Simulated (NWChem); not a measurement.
Molecule: ethylene (C2H4); SMILES C=C

Computed with NWChem. Medium grid unless said otherwise, to which SCAN and Minnesota functionals are sensitive. Structure relaxed at the PBE0/def2-SVP level. Hybrids' shares of exact exchange are those that their runs print; pure functionals count as 0. The functionals differ in more than this share.

```
row                                     share of exact exchange  orbital gap (eV)
--------------------------------------  -----------------------  ----------------
LDA (Slater exchange, VWN5)/def2-TZVPD                     0.00              5.70
PBE/def2-TZVPD                                             0.00              5.73
B3LYP/def2-TZVPD                                           0.20              7.41
PBE0/def2-TZVPD                                            0.25              7.91
M06-2X/def2-TZVPD                                          0.54          withheld
Hartree-Fock/def2-TZVPD                                    1.00             12.53
```

### Question
Fit a straight line of the last column on the one before it, predict the withheld value, and compare with the run.

### Answer

1. Means of the 5 shown rows: x = 0.290, y = 7.856. Slope Σ(x − x̄)(y − ȳ)/Σ(x − x̄)² = 4.598/0.6820 = 6.742; intercept 5.901.
2. The shown rows scatter about the line by 0.206 (root mean square); the largest residual is +0.32, at PBE0/def2-TZVPD.
3. At x = 0.54 (M06-2X/def2-TZVPD; inside the shown range) the line gives 9.54.
4. The run gives 9.93, +0.39 from the line, 1.9 times the scatter.
